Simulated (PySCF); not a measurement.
**[PO3]− (SMILES O=P(=O)[O-]): MP2/def2-SVP**

We compute a structure relaxation of [PO3]−. 

The calculation is run with PySCF 2.14.0.

2 further runs of the same task are left out: 2 set aside as unsound or not needed.

## 1. The molecule

[PO3]− has 4 atoms, charge -1, and is taken as a singlet. As SMILES, `O=P(=O)[O-]`. All atoms were displaced at random from a relaxed shape. The run starts from this shape.

Bond lengths: O1–P2 1.566 Å, P2–O3 1.437 Å, P2–O4 1.432 Å. Angles: O1–P2–O3 125.2°, O1–P2–O4 108.0°, O3–P2–O4 126.1°.

## 2. A structure relaxation at MP2/def2-SVP

calc.py

```python
from pyscf import gto, mp
from pyscf.geomopt.geometric_solver import kernel as optimise

mol = gto.M(
    atom='''
O      0.615239    -0.452788    -1.187830
P     -0.118893     0.041078     0.103829
O     -1.160670     1.030493     0.137976
O      0.565047    -0.504818     1.237301
''',
    basis='def2-svp',
    max_memory=1860,
    charge=-1,
    verbose=3,
    spin=0,
)

calc0 = mol.RHF()
calc0.kernel()
pt = mp.MP2(calc0, frozen=8).run()
converged, mol_eq = optimise(pt, maxsteps=100, convergence_set='GAU_TIGHT')
print('converged:', converged)
print(mol_eq.tostring())

calc0.reset(mol_eq)
mol = mol_eq
calc0.kernel()
pt = mp.MP2(calc0, frozen=8).run()
e_final = pt.e_tot
print('E(%s) = %.9f' % ('MP2', e_final))
```

The run is started by

```console
$ OMP_NUM_THREADS=1 python calc.py
```

What values should one expect? Wanted: total energy at the end; HOMO energy; LUMO energy; HOMO–LUMO gap; correlation energy.

Answer, from the run:

Level: MP2/def2-SVP, 8 core orbitals frozen.

| quantity | value |
| --- | --- |
| total energy at the end | -565.78302 Eh |
| HOMO energy (Hartree–Fock orbitals) | -6.12 eV |
| LUMO energy (Hartree–Fock orbitals) | 9.55 eV |
| HOMO–LUMO gap (to an unbound level, set by the basis) | 15.67 eV |
| correlation energy (8 core orbitals frozen) | -667.2 mEh |

In words: At the final geometry: Bond lengths: O1–P2 1.508 Å, P2–O3 1.508 Å, P2–O4 1.508 Å. Angles: O1–P2–O3 120.0°, O1–P2–O4 120.0°, O3–P2–O4 120.0°. The optimisation took 11 steps and changed the energy by -0.701 eV. Mulliken charges of the mean-field density run from -0.77 on O1 to +1.31 on P2.
